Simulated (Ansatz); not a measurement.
This geometry of CH5SSi (8 atoms, charge 0, multiplicity 2) is a first-order saddle point.

Computed with UKS BLYP-D4/6-31G (Ansatz).

```xyz
8
Properties=species:S:1:pos:R:3
C -0.912 1.056 -0.342
S 0.434 0.722 1.014
Si 1.178 -1.303 0.452
H -1.651 0.246 -0.338
H -0.427 1.146 -1.322
H -1.382 2.004 -0.051
H 2.649 -1.499 0.252
H 0.202 -2.430 0.279
```

Problem. Which two structures does it join? (They come from a converged band through this point; their orientation in space is the band's.)

Solution. No bond is made or broken. The height of Si3 over the plane of its neighbours goes from 0.64 to -0.64 Å. The two ends are copies of one structure, up to a mirror image or an exchange of like atoms. The height can change sign by an inversion or by a turn that exchanges like atoms.

Initial state:

```xyz
8
Properties=species:S:1:pos:R:3
C -0.932 1.010 -0.305
S 0.723 0.815 0.660
Si 1.394 -1.237 -0.042
H -1.589 0.157 -0.096
H -0.721 1.091 -1.379
H -1.383 1.940 0.065
H 2.415 -1.661 1.003
H 0.186 -2.172 0.038
```

Final state:

```xyz
8
Properties=species:S:1:pos:R:3
C -0.968 0.988 -0.243
S 0.686 0.799 0.725
Si 0.984 -1.449 0.613
H -1.781 0.520 0.327
H -0.873 0.533 -1.237
H -1.139 2.068 -0.331
H 2.462 -1.637 0.922
H 0.722 -1.878 -0.831
```

Problem. How far does it lie above each of them?

Solution. 40.3 kJ/mol above the first and 40.3 kJ/mol above the second. This is the barrier of this one path; another mechanism may lie lower. Limits of this set-up: no polarisation functions.

Time of the run: 4.7 min on 1 thread of Intel(R) Xeon(R) Processor @ 2.70GHz, on a shared host, peak memory 0.12 GiB.
